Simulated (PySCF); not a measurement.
Values are calculated unless marked as measured or tabulated.
## CH2F

The system: CH2F, a small molecule (built as: C site whose three back bonds go to F, H, H); neutral, doublet. The structure was relaxed in the gas phase by PBE0-D3(BJ)/def2-SVP. No frequency run checks that it is a minimum.

SMILES: [CH2]F

```xyz
4

C    -0.070   -0.001    0.118
F     1.232   -0.111   -0.097
H    -0.649   -0.919   -0.013
H    -0.486    1.001   -0.018
```
Atoms count from 1 in this order.

EPR values by unrestricted B3LYP, IGLO-III on C F, pcH-1 on H.

**Question.** Predict g and the largest hyperfine couplings. Where does the spin sit?

**Answer.** g = 2.0021, 2.0044, 2.0051. The spin sits on C1 (104 %, bonded to 1 F + 2 H) by Mulliken populations.
| atom | isotope | isotropic (MHz) | dipolar, principal values (MHz) |
| --- | --- | --- | --- |
| F2 | 19F | 161.8 | -281.7, -247.0, 528.7 |
| C1 | 13C | 157.1 | -83.0, -79.9, 162.9 |
| H3 | 1H | -51.1 | -37.8, -1.6, 39.4 |
| H4 | 1H | -51.2 | -37.8, -1.6, 39.4 |

**Question.** How do the isotropic couplings move with BHandHLYP?

**Answer.** F2 161.8 to 230.8 MHz, C1 157.1 to 193.8 MHz, H3 -51.1 to -64.2 MHz, H4 -51.2 to -64.2 MHz.

The 2 runs behind this took 17 s in all, one thread each of Arm Neoverse N1 on a shared host, launched as `OMP_NUM_THREADS=1 python cluster_run.py task.json out`.
